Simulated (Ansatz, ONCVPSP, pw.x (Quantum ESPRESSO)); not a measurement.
pw.x on bcc Al: one setting changed

Potential: optimised norm-conserving Vanderbilt (ONCV), ONCVPSP 4.0.1.1 (patched build), LDA (Perdew-Wang 92); core [Ne], reference 3s2 3p1; waves: 3s: rc 1.55 bohr, ncon 3, nbas 6, qcut 4.9 1/bohr, local; 3p: rc 2.25 bohr, ncon 4, nbas 8, qcut 3.8 1/bohr, 2 projectors, debl 2.3 Ha; d scattering state at 0.28 Ha: rc 2.10 bohr, ncon 4, nbas 8, qcut 5.1 1/bohr, 1 projector; local part: the s channel; core correction: Teter function fitted to the true core (icmod 2), fcfact 0.7.

The reference run (k-mesh 14³, cutoffs 50/200 Ry, Fermi–Dirac 0.01 Ry, mixing_beta 0.4, conv_thr 1e-9, no spin) gives -0.21 GPa at 16.222 Å³/atom, where all-electron LAPW gives 0.10 GPa. This run, with its own iteration cap, changes diagonalization to paro.

```
&control
  calculation='scf', prefix='x', pseudo_dir='./', outdir='./tmp', tstress=.true., disk_io='none'
/
&system
  ibrav=0, nat=1, ntyp=1, ecutwfc=50, ecutrho=200, nbnd=8,
  occupations='smearing', smearing='fd', degauss=0.01
/
&electrons
  conv_thr=1e-09, mixing_beta=0.4, electron_maxstep=60, diagonalization='paro'
/
ATOMIC_SPECIES
Al 1.0 Al.UPF
CELL_PARAMETERS angstrom
  -1.59470909 1.59470909 1.59470909
  1.59470909 -1.59470909 1.59470909
  1.59470909 1.59470909 -1.59470909
ATOMIC_POSITIONS crystal
Al 0.0000 0.0000 0.0000
K_POINTS automatic
14 14 14 0 0 0
```

```bash
pw.x < Al.scf.in > Al.scf.out
```

**Question.** How does the run end?

**Answer.** It converges in 5 iterations; the free energy moves by +0.0 meV/atom and the pressure by +0.00 GPa. The result is that of the reference run.

```
Message from routine setup:
     using ibrav=0 with symmetry is DISCOURAGED, use correct ibrav instead
     lattice parameter (alat)  =       5.2196  a.u.
     unit-cell volume          =     109.4715 (a.u.)^3
     number of electrons       =         3.00
     number of Kohn-Sham states=            8
     kinetic-energy cutoff     =      50.0000  Ry
     charge density cutoff     =     200.0000  Ry
     scf convergence threshold =      1.0E-09
     Exchange-correlation= SLA  PW   NOGX NOGC
     number of k points=   104  Fermi-Dirac smearing, width (Ry)=  0.0100
     iteration #  1     ecut=    50.00 Ry     beta= 0.40
     total energy              =      -6.04922671 Ry
     estimated scf accuracy    <       0.00523092 Ry
     iteration #  2     ecut=    50.00 Ry     beta= 0.40
     total energy              =      -6.04844289 Ry
     estimated scf accuracy    <       0.00164953 Ry
     iteration #  3     ecut=    50.00 Ry     beta= 0.40
     total energy              =      -6.04852232 Ry
     estimated scf accuracy    <       0.00000163 Ry
     iteration #  4     ecut=    50.00 Ry     beta= 0.40
     total energy              =      -6.04852226 Ry
     estimated scf accuracy    <       0.00000072 Ry
     iteration #  5     ecut=    50.00 Ry     beta= 0.40
     the Fermi energy is     7.8863 ev
!    total energy              =      -6.04852229 Ry
     estimated scf accuracy    <          2.2E-10 Ry
     smearing contrib. (-TS)   =      -0.00171532 Ry
     The total energy is F=E-TS. E is the sum of the following terms:
     one-electron contribution =       2.97596590 Ry
     hartree contribution      =       0.00480109 Ry
     xc contribution           =      -3.59329290 Ry
     ewald contribution        =      -5.43428105 Ry
     convergence has been achieved in   5 iterations
          total   stress  (Ry/bohr**3)                   (kbar)     P=       -2.15
     Message from routine punch:
     Nothing written, as per user request (disk_io='none')
```

The run took about 12 s on one core of a shared host (Neoverse-N1, 64 threads, 124 GiB, load 44).
